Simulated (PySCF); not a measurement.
Molecule: C$_{4}$H$_{7}$ (charge 0, doublet). It need not be the lowest isomer of its formula. SMILES: [CH]=C(C)C
Coordinates optimised at B3LYP-D3(BJ)/def2-TZVP (Ansatz):
```xyz
11

C      0.0051    -0.0033     1.4978
C      0.0006     0.0247     0.1893
H      0.0103    -0.7489     2.2776
C     -0.0064     1.3118    -0.5953
H     -0.0071     2.1803     0.0604
H      0.8706     1.3657    -1.2469
H     -0.8883     1.3598    -1.2408
C      0.0020    -1.2451    -0.6366
H      0.0071    -2.1375    -0.0126
H     -0.8809    -1.2769    -1.2815
H      0.8806    -1.2710    -1.2875
```
Charge 0, spin multiplicity 2.

Dispersion corrections to the total energy (kcal/mol) from the dftd3 and dftd4 libraries through PySCF: D3(BJ) without and D4 with the three-body term, each with the damping fitted for the functional named.

```csv
functional,D3(BJ),D4
TPSSh,[?],-5.01
BP86,-6.68,[?]
r2SCAN,-1.23,-1.02
HF,-36.26,-15.85
LC-wPBE,-3.99,-4.47
BHLYP,-5.71,[?]
B3LYP,-7.55,-6.49
```

**Question.** What belongs in the gaps?

**Answer.** 
- TPSSh, D3(BJ): -5.05
- BP86, D4: -5.24
- BHLYP, D4: -4.41
